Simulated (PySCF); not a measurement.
Chlorine: a sound run and one with changed settings

Sound run: Cl [Ne] 3s2 3p5, Cl⁺ [Ne] 3s2 3p4. All numbers are calculated (PySCF 2.14, the non-relativistic Hamiltonian (point nucleus), in cc-pV(T+d)Z (5s4p3d1f, 39 functions)). In the sound run the correlated levels freeze [Ne]. The sound run starts from symmetry-adapted Hartree-Fock orbitals and uses a fine grid where one is needed.

Changed run: basis STO-3G. This setting is unsound on purpose.

| species | method | sound run (hartree) | changed run (hartree) | converged |
| --- | --- | --- | --- | --- |
| Cl | UHF | -459.48556 | -454.54219 | yes |
| Cl | M06-2X | -460.14045 | -455.14025 | yes |
| Cl | PBE | -459.96552 | -454.91339 | yes |
| Cl | MP2 | -459.64410 | -454.54219 | yes |
| Cl⁺ | UHF | -459.05290 | -454.12970 | yes |
| Cl⁺ | M06-2X | -459.66311 | -454.67933 | yes |
| Cl⁺ | PBE | -459.48913 | -454.45362 | yes |
| Cl⁺ | MP2 | -459.17687 | -454.12970 | yes |

Ionisation energy of Cl:

```csv
method,sound run (eV),changed run (eV)
UHF,11.773,11.224
M06-2X,12.989,12.542
PBE,12.963,12.511
MP2,12.714,11.224
SCS-MP2,12.712,11.224
```

A minimal basis cannot let orbitals breathe on ionisation and holds almost no correlation.

For comparison, NIST gives 12.968 eV between the lowest levels.
